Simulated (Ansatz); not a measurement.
C4H7F (`C=CCCF`). Charge 0, multiplicity 1. All single points use the PBE0-D4/def2-TZVP geometry. It is one conformer, not always the lowest.

```xyz
12

C    -0.254    1.025    1.704
C    -0.626    0.475    0.558
C     0.016   -0.725   -0.055
C     0.552   -0.464   -1.446
F    -0.486   -0.146   -2.306
H    -0.754    1.901    2.102
H     0.563    0.617    2.292
H    -1.449    0.911   -0.003
H    -0.708   -1.546   -0.123
H     0.843   -1.073    0.572
H     1.052   -1.351   -1.846
H     1.252    0.377   -1.449
```

Q: What is the dipole moment at PBE/def2-TZVPP? (An estimate is asked.)

A: Ansatz gave: 1.55 D, with components (1.08, -0.59, 0.94) D in this frame, pointing from negative to positive charge.

Q: And with r2SCAN, B3LYP, ωB97M-V? (Best estimate.)

A: Ansatz gave: r2SCAN 1.62 D, B3LYP 1.67 D, ωB97M-V 1.67 D.

Q: Give the Mulliken charges with PBE, r2SCAN, B3LYP in def2-TZVPP. (Estimate.)

A: The calculation gave: 
| atom | PBE | r2SCAN | B3LYP |
| --- | --- | --- | --- |
| C1 | -0.20 | -0.19 | -0.23 |
| C2 | -0.13 | -0.12 | -0.13 |
| C3 | -0.04 | 0.03 | -0.05 |
| C4 | 0.05 | 0.17 | 0.08 |
| F5 | -0.21 | -0.25 | -0.26 |
| H6 | 0.10 | 0.08 | 0.10 |
| H7 | 0.07 | 0.06 | 0.09 |
| H8 | 0.10 | 0.09 | 0.12 |
| H9 | 0.07 | 0.04 | 0.07 |
| H10 | 0.05 | 0.02 | 0.05 |
| H11 | 0.08 | 0.04 | 0.08 |
| H12 | 0.07 | 0.04 | 0.08 |

B3LYP here is the variant with VWN-RPA as its local correlation; programs differ in this.
